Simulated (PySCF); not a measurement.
Molecule: Ethyl Isocyanide, C$_{3}$H$_{5}$N.

Atoms are numbered as in `[C-:1]#[N+:2][CH2:3][CH3:4]`. Hydrogens are named by the atom that carries them.

Geometry PBE0-D3(BJ)/def2-SVP throughout; GIAO in PySCF, gas phase, one conformer, non-relativistic; equivalent atoms averaged; functional PBE0.

(1) How do the shifts δ (against TMS, NH3 at the same level) depend on the basis set? (ppm; last column core-seconds on shared hosts with different chips, so compare them loosely)

(2) Which nucleus moves most, in ppm?

(3) Taking the largest basis, pcSseg-2 (214 functions), as the yardstick, rank the others by their worst heavy-atom deviation.

Results:

(1) 
```tsv
basis set	functions	C1	C3	C4	N2	H(C3)	H(C4)	core-s
STO-3G	25	163.1	38.9	19.7	98.5	2.82	1.44	0.99
6-31G	46	164.0	35.0	17.2	170.3	3.58	1.57	2
pcSseg-0	46	184.6	36.5	18.7	197.1	3.58	1.67	2.5
6-31G*	66	163.1	34.6	16.3	161.8	3.22	1.27	2.5
def2-SVP	81	168.8	33.2	15.5	177.9	3.12	1.19	2.9
cc-pVDZ	81	170.4	36.0	17.4	181.0	3.29	1.25	4.3
pcSseg-1	93	181.8	35.8	17.9	196.1	3.27	1.36	4.9
aug-cc-pVDZ	137	168.8	34.8	17.0	181.3	3.43	1.34	7.1
6-311+G(2d,p)	138	174.5	35.3	16.8	191.2	3.29	1.25	5.6
def2-TZVP	154	177.3	36.3	17.5	195.5	3.27	1.24	6.8
IGLO-III	190	179.9	36.9	17.6	195.6	3.33	1.26	10
cc-pVTZ	190	176.4	35.8	17.2	193.7	3.30	1.26	11
pcSseg-2	214	182.1	37.3	18.0	197.4	3.27	1.25	13
```

(2) N2 (isocyanide nitrogen): from 98.5 ppm with STO-3G to 197.4 ppm with pcSseg-2. The smallest spread is 0.48 ppm, at H(C4). Proton shifts span only some 12 ppm, so a few tenths of a ppm matter as much there as several ppm in carbon.

(3) pcSseg-1 1.5 ppm (93 functions), IGLO-III 2.2 ppm (190 functions), pcSseg-0 2.5 ppm (46 functions), def2-TZVP 4.8 ppm (154 functions), cc-pVTZ 5.6 ppm (190 functions), 6-311+G(2d,p) 7.6 ppm (138 functions), aug-cc-pVDZ 16.1 ppm (137 functions), cc-pVDZ 16.4 ppm (81 functions), def2-SVP 19.4 ppm (81 functions), 6-31G 27.0 ppm (46 functions), 6-31G* 35.5 ppm (66 functions), STO-3G 98.9 ppm (25 functions).

A small basis that lands close on one nucleus may do so by chance; judge by the trend and by all nuclei.
